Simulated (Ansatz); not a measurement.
**One shape, several levels: doublet BH2SF+**

Aim: a comparison of 6 runs (UHF/3-21G, UB3LYP/6-31G*, U-r2SCAN0/def2-SVPD, U-wB97M-V/def2-SVPD, UPBE/def2-SVPD) of doublet BH2SF+. 

The calculation is run with Ansatz 0.2.0.

59 further runs of the same task are left out: 59 set aside as unsound or not needed.

### Step 1. The molecule

BH2SF+ has 5 atoms, charge +1, and is taken as a doublet. SMILES of the parent species: `FBS`. The shape is that of a PBE0-D4/def2-TZVP optimisation. This is one conformer, not always the lowest. That shape belongs to the parent species and isn't relaxed for this state.

Bond lengths: F1–B2 1.322 Å, B2–S3 1.794 Å, B2–H4 1.194 Å, S3–H5 1.342 Å. Angles: F1–B2–S3 117.9°, F1–B2–H4 119.5°, S3–B2–H4 122.6°, B2–S3–H5 94.9°.

### Step 2. The energy at UHF/3-21G (run 1)

File in.yaml:

```yaml
crystal:
  periodic: [false, false, false]
  atoms:
    - {symbol: F, position_ang: [-1.119100, -0.905900, -1.069200]}
    - {symbol: B, position_ang: [-0.412800, -0.339100, -0.106100]}
    - {symbol: S, position_ang: [0.972400, 0.698600, -0.579400]}
    - {symbol: H, position_ang: [-0.712000, -0.530900, 1.033700]}
    - {symbol: H, position_ang: [1.321400, 1.003700, 0.679600]}
basis:
  gaussian: {orbitals: 3-21G.json}
total_charge: 1
magnetization: {spin_polarized: true, initial_magnetization: 1}
hamiltonian: {xc: hf}
accuracy: high
output: {orbitals: {seedname: orbitals}}
```

The basis set 3-21G is read from a file made from the Basis Set Exchange's data (not shown).

On the command line:

```console
$ ansatz run in.yaml --threads 1 --pin off --max-ram 2610MiB --events-out events.jsonl --progress --plain --runs-dir runs
```

What it wrote:

```text
Warning: RAYON_NUM_THREADS=1 ignored (pool sized by the plan → 1); use --threads N
Functional definition: HF
  name "HF"
  exchange = exact_x
  correlation = 0
744 factors; integrals over basis functions are off by at most 5.1e-9 eV
mean field evaluation 1: about -14142.3680 eV, gradient 3.3e1 eV
mean field evaluation 2: about -14142.3631 eV, gradient 3.3e1 eV
mean field evaluation 4: about -14146.2975 eV, gradient 1.6e0 eV
mean field evaluation 8: about -14146.3266 eV, gradient 1.3e-3 eV
mean field evaluation 16: about -14145.7523 eV, gradient 1.5e0 eV
mean field evaluation 32: about -14144.3598 eV, gradient 7.5e0 eV
mean field -14146.32664225 eV, -519.8679153781 hartree, gradient 3.8e-8 eV, S^2 0.755217; 0 other end points of the search recorded, 0 dependent functions left out
reference -14146.32664225 eV, -519.8679153781 hartree; 16, 15 occupied and 19, 20 virtual orbitals, 744 factors
Total energy: -14146.32664225 eV, -519.8679153781 hartree
```

It took 0.5 s on 1 thread of Arm Neoverse V1, shared host.

### Step 3. The energy at UB3LYP/6-31G(d) (spherical functions) (run 2)

File job.yaml:

```yaml
crystal:
  periodic: [false, false, false]
  atoms:
    - {symbol: F, position_ang: [-1.119100, -0.905900, -1.069200]}
    - {symbol: B, position_ang: [-0.412800, -0.339100, -0.106100]}
    - {symbol: S, position_ang: [0.972400, 0.698600, -0.579400]}
    - {symbol: H, position_ang: [-0.712000, -0.530900, 1.033700]}
    - {symbol: H, position_ang: [1.321400, 1.003700, 0.679600]}
basis:
  gaussian:
    orbitals: 6-31G_st_-spherical.json
total_charge: 1
magnetization:
  spin_polarized: true
  initial_magnetization: 1
hamiltonian:
  xc: {name: B3LYP}
accuracy: high
output:
  orbitals: {seedname: orbitals}
```

The basis set 6-31G* is read from a file made from the Basis Set Exchange's data (not shown).

On the command line:

```console
$ ansatz run job.yaml --threads 1 --pin off --max-ram 2610MiB --events-out events.jsonl --progress --plain --runs-dir runs
```

What it wrote:

```text
Warning: RAYON_NUM_THREADS=1 ignored (pool sized by the plan → 1); use --threads N
Functional definition: B3LYP
  name "B3LYP"
  parameter a0 = 0.2
  parameter ax = 0.72
  parameter ac = 0.81
  exchange = (1 - a0 - ax)*slater_x + ax*b88_x + a0*exact_x
  correlation = (1 - ac)*vwn_rpa_c + ac*lyp_c
1062 factors; integrals over basis functions are off by at most 3.7e-9 eV
mean field evaluation 1: about -14245.1581 eV, gradient 4.5e1 eV
mean field evaluation 2: about -14190.1168 eV, gradient 1.2e2 eV
mean field evaluation 4: about -14252.0017 eV, gradient 3.7e0 eV
mean field evaluation 8: about -14252.1987 eV, gradient 2.7e-1 eV
mean field evaluation 16: about -14252.1992 eV, gradient 7.1e-5 eV
mean field evaluation 32: about -14251.6318 eV, gradient 5.7e0 eV
mean field -14252.19916006 eV, -523.7586586446 hartree, gradient 2.0e-8 eV, S^2 0.753397; 2 other end points of the search recorded, 0 dependent functions left out
reference -14252.19918861 eV, -523.7586596940 hartree; 16, 15 occupied and 34, 35 virtual orbitals, 1062 factors
Total energy: -14252.19918861 eV, -523.7586596940 hartree
```

It took 6.6 s on 1 thread of Arm Neoverse V1, shared host; peak memory 0.16 GiB.

### Step 4. The energy at UB3LYP/6-31G(d) (Cartesian functions) (run 3)

File run.yaml:

```yaml
basis:
  gaussian:
    orbitals: "6-31G*"
crystal:
  periodic: [false, false, false]
  atoms:
    - symbol: F
      position_ang: [-1.119100, -0.905900, -1.069200]
    - symbol: B
      position_ang: [-0.412800, -0.339100, -0.106100]
    - symbol: S
      position_ang: [0.972400, 0.698600, -0.579400]
    - symbol: H
      position_ang: [-0.712000, -0.530900, 1.033700]
    - symbol: H
      position_ang: [1.321400, 1.003700, 0.679600]
total_charge: 1
magnetization:
  spin_polarized: true
  initial_magnetization: 1
hamiltonian:
  xc: {name: B3LYP}
accuracy: high
output:
  orbitals: {seedname: orbitals}
```

On the command line:

```console
$ ansatz run run.yaml --threads 1 --pin off --max-ram 2610MiB --events-out events.jsonl --progress --plain --runs-dir runs
```

What it wrote:

```text
Warning: RAYON_NUM_THREADS=1 ignored (pool sized by the plan → 1); use --threads N
Functional definition: B3LYP
  name "B3LYP"
  parameter a0 = 0.2
  parameter ax = 0.72
  parameter ac = 0.81
  exchange = (1 - a0 - ax)*slater_x + ax*b88_x + a0*exact_x
  correlation = (1 - ac)*vwn_rpa_c + ac*lyp_c
1066 factors; integrals over basis functions are off by at most 3.2e-9 eV
mean field evaluation 1: about -14245.2995 eV, gradient 4.5e1 eV
mean field evaluation 2: about -14189.9942 eV, gradient 1.2e2 eV
mean field evaluation 4: about -14252.1452 eV, gradient 3.8e0 eV
mean field evaluation 8: about -14252.3235 eV, gradient 2.8e-1 eV
mean field evaluation 16: about -14252.3240 eV, gradient 5.8e-5 eV
mean field evaluation 32: about -14251.7540 eV, gradient 5.7e0 eV
mean field -14252.32402804 eV, -523.7632474584 hartree, gradient 2.0e-8 eV, S^2 0.753393; 2 other end points of the search recorded, 0 dependent functions left out
reference -14252.32405658 eV, -523.7632485069 hartree; 16, 15 occupied and 37, 38 virtual orbitals, 1066 factors
Total energy: -14252.32405658 eV, -523.7632485069 hartree
```

Run time: 6.9 s. Hardware: 1 thread of Arm Neoverse V1, shared host; peak memory 0.17 GiB.

Runs 4 to 5 aren't shown in full; the table further down has their settings and results.

### Step 5. A single-point energy at UPBE/def2-SVPD (run 6)

Edit job.yaml of step 3 so:

```diff
@@ -10,3 +10,4 @@
   gaussian:
-    orbitals: 6-31G_st_-spherical.json
+    orbitals: def2-SVPD
+accuracy: high
 total_charge: 1
@@ -15,6 +16,5 @@
   initial_magnetization: 1
-hamiltonian:
-  xc: {name: B3LYP}
-accuracy: high
 output:
   orbitals: {seedname: orbitals}
+hamiltonian:
+  xc: pbe
```

On the command line:

```console
$ ansatz run job.yaml --threads 1 --pin off --max-ram 2610MiB --events-out events.jsonl --progress --plain --runs-dir runs
```

What it wrote:

```text
Warning: RAYON_NUM_THREADS=1 ignored (pool sized by the plan → 1); use --threads N
Functional definition: PBE
  name "PBE"
  parameter kappa = 0.804
  parameter beta = 0.06672455060314922
  exchange = pbe_x(kappa = kappa, mu = beta*pi^2/3)
  correlation = pbe_c(beta = beta)
1673 factors; integrals over basis functions are off by at most 3.4e-9 eV
mean field evaluation 1: about -14228.2295 eV, gradient 5.2e1 eV
mean field evaluation 2: about -14057.7204 eV, gradient 1.8e2 eV
mean field evaluation 4: about -14234.0419 eV, gradient 2.6e1 eV
mean field evaluation 8: about -14238.1498 eV, gradient 1.6e-1 eV
mean field evaluation 16: about -14238.1489 eV, gradient 6.7e-3 eV
mean field evaluation 32: about -14238.1494 eV, gradient 2.0e-8 eV
mean field -14238.14943312 eV, -523.2423407028 hartree, gradient 2.0e-8 eV, S^2 0.753296; 3 other end points of the search recorded, 0 dependent functions left out
reference -14238.14943798 eV, -523.2423408816 hartree; 16, 15 occupied and 70, 71 virtual orbitals, 1673 factors
Total energy: -14238.14943798 eV, -523.2423408816 hartree
```

Wall time 16 s (1 thread of Arm Neoverse V1, shared host); peak memory 0.22 GiB.

### Step 6. All runs side by side

```csv
run,level,Cartesian functions,energy (Eh),HOMO energy (eV),LUMO energy (eV),⟨S²⟩,wall time
1,UHF/3-21G,no,-519.867915,-19.84,-9.24,0.755,0.5 s
2,UB3LYP/6-31G* (spherical functions),no,-523.758660,-15.85,-13.71,0.753,6.6 s
3,UB3LYP/6-31G* (Cartesian functions),yes,-523.763249,-15.85,-13.71,0.753,6.9 s
4,U-r2SCAN0/def2-SVPD,no,-523.445351,-16.48,-13.17,0.757,23 s
5,U-wB97M-V/def2-SVPD,no,-523.488261,-18.52,-11.37,0.753,88 s
6,UPBE/def2-SVPD,no,-523.242341,-14.72,-14.59,0.753,16 s
```

### Step 7. Outcome

| quantity | value |
| --- | --- |
| run 6: total energy | -523.24234 Eh |
| run 6: HOMO energy (highest over α and β) | -14.72 eV |
| run 6: LUMO energy (lowest over α and β) | -14.59 eV |
| run 6: ⟨S²⟩ | 0.753 |

Totals of different functionals can't be ranked against each other. All runs together took 2.3 min, the longest 88 s.
